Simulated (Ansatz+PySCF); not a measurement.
Results of a calculation; reference values are marked as such.
A run of PySCF 2.14.0 on singlet NH₃ at this shape:

```xyz
4

N     0.0000    0.0000    0.1216
H     1.3102    0.0000   -0.4458
H    -0.4679    0.8105   -0.2837
H    -0.4679   -0.8105   -0.2837
```

Its results:

- Converged: yes
- Reference energy: -56.08743 hartree
- CCSD correlation energy: -0.14586 hartree
- Triples correction: -0.00250 hartree
- Total energy: -56.23580 hartree

(1) Which input gives this output? Name the method, the orbitals and the basis set, and write the input.

## Answers

(1) RHF-CCSD(T) in 6-31G. An unrestricted run that stays on the closed shell gives the same numbers.

```python
from pyscf import gto, scf, cc

mol = gto.M(atom="""
N 0.000000 0.000000 0.121580
H 1.310190 0.000000 -0.445810
H -0.467920 0.810470 -0.283700
H -0.467920 -0.810470 -0.283700
""", basis='6-31g', charge=0, spin=0)
mf = scf.RHF(mol)
mf.kernel()
mycc = cc.CCSD(mf, frozen=1).run()
et = mycc.ccsd_t()
print(mf.e_tot, mycc.e_corr, et, mycc.e_tot + et)
```

Caution: bonds are stretched, where a single reference can fail.
